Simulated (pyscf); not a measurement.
Single points on ωB97X-D3(BJ)/def2-SVP structures (PySCF, gas phase). MP2 and CC: frozen core, UHF for open shells. ΔMP2 is the change of the MP2 total energy from the triple- to the quadruple-zeta basis.

For H₂B–Cl (SMILES BCl) + H₂O (SMILES O) -> H₂B–OH (SMILES BO) + HCl (SMILES Cl), a four-centre exchange (singlet surface; B–Cl, H–O broken, B–O, Cl–H formed), PBE/def2-TZVP gives ΔE‡ = -0.1 kcal/mol and ΔE = -11.9 kcal/mol (zero: the separated reactants). In which direction and how far do r²SCAN/def2-TZVP, ωB97M-D3(BJ)/def2-TZVP, CCSD(T)/def2-TZVPP + ΔMP2(QZVPP) move these?

r²SCAN: ΔE‡ = 0.7 kcal/mol, ΔE = -12.1 kcal/mol; ωB97M-D3(BJ): ΔE‡ = 4.5 kcal/mol, ΔE = -12.5 kcal/mol; CCSD(T): ΔE‡ = 7.4 kcal/mol, ΔE = -11.0 kcal/mol. PBE's barrier lies under all of them, by 0.8 to 7.5 kcal/mol. Its reaction energy lies among theirs. On the reactant side the descent ends in an adduct with a B–O contact, 14.6 kcal/mol under the separated species and 19.8 kcal/mol under the saddle at ωB97X-D3(BJ)/def2-TZVP. On the product side the descent ends in a complex, 4.7 kcal/mol under the separated species and 21.3 kcal/mol under the saddle at ωB97X-D3(BJ)/def2-TZVP. What is counted as formed (B–O) is already present as a longer contact in the reactant adduct; forming that adduct is a step of its own. At ωB97X-D3(BJ) the barrier from the zero used here is 5.1 kcal/mol. One saddle was located; it need not be the lowest between these sides. The CCSD(T) − MP2 part came from Ansatz, without density fitting, on the same reference.
